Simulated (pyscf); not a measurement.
**Four-centre exchange: H₃Si–CH₂–SiH₃ (SMILES [SiH3]C[SiH3]) + H₂O (SMILES O) → HO–SiH₃ (SMILES O[SiH3]) + H₃C–SiH₃ (SMILES C[SiH3])**

Gas phase, singlet surface, charge 0. Bonds broken: Si1–C2, O12–H13. Bonds formed: Si1–O12, C2–H13. Structures and frequencies: ωB97X-D3(BJ)/def2-SVP in PySCF.

Transition state (Å):

```xyz
14

Si     0.0362     0.2114    -1.4601
C     -0.9306     1.1601     0.3639
Si    -0.4077     1.2116     2.1653
H     -1.0831     0.8329    -2.2269
H      0.5029    -0.8314    -2.4569
H      1.2539     1.0369    -1.2523
H     -0.5725     2.1161    -0.0522
H     -2.0324     1.1886     0.2782
H     -0.9554     2.3876     2.9109
H      1.0837     1.2591     2.2604
H     -0.8620    -0.0225     2.8849
O     -0.1561    -1.1807    -0.2002
H     -0.6648    -0.3691     0.3206
H     -0.6218    -1.9973    -0.4383
```

One imaginary mode, 1025i cm⁻¹; descent along it reached the two sides named.

```tsv
bond	change	reactant side (Å)	saddle	product side
Si1–C2	breaks	1.872	2.272	3.7
O12–H13	breaks	0.965	1.090	2.434
Si1–O12	forms	3.1	1.887	1.674
C2–H13	forms	3.8	1.553	1.101
```

Electronic energies relative to the separated reactants (kcal/mol):

| level | barrier | reaction energy | reverse barrier |
|---|---|---|---|
| ωB97X-D3(BJ)/def2-TZVP | 45.6 | -18.7 | 64.3 |
| PBE/def2-TZVP | 38.8 | -19.7 | 58.4 |
| r²SCAN/def2-TZVP | 40.6 | -21.1 | 61.7 |
| B3LYP-D3(BJ)/def2-TZVP | 44.0 | -21.0 | 65.0 |
| PBE0-D3(BJ)/def2-TZVP | 41.4 | -18.6 | 60.0 |
| M06-2X/def2-TZVP | 43.0 | -21.8 | 64.7 |
| ωB97M-D3(BJ)/def2-TZVP | 43.4 | -20.5 | 63.9 |
| HF/def2-TZVP | 63.3 | -25.5 | 88.7 |

With ωB97M-D3(BJ)/def2-TZVP energies and thermal terms (ideal gas, 1 atm, RRHO with modes under 100 cm⁻¹ raised to 100, one conformer, R ln 2 for chiral ones without a mode under 150 cm⁻¹), in kcal/mol:

```
T (K)   ΔH‡   ΔG‡     ΔH     ΔG
-----  ----  ----  -----  -----
298    41.9  52.6  -20.4  -21.0
600    42.1  63.3  -20.8  -21.5
900    42.7  73.8  -21.0  -21.8
1200   43.5  84.1  -21.0  -22.1
```

One saddle was located; it need not be the lowest between these sides.
